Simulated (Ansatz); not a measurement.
Species: COS, SMILES `O=C=S` with one electron removed (charge 1, multiplicity 2).

Task: Give a relaxed geometry from B3LYP-D3(BJ)/def2-TZVP in Ansatz (a first-principles code).

Result: the end point of this relaxation (outside a Z-matrix the atoms follow the SMILES, hydrogens last).
Bonds (Å): O1–C2 1.129, C2–S3 1.630. Bond angles (°): O1–C2–S3 180.0.
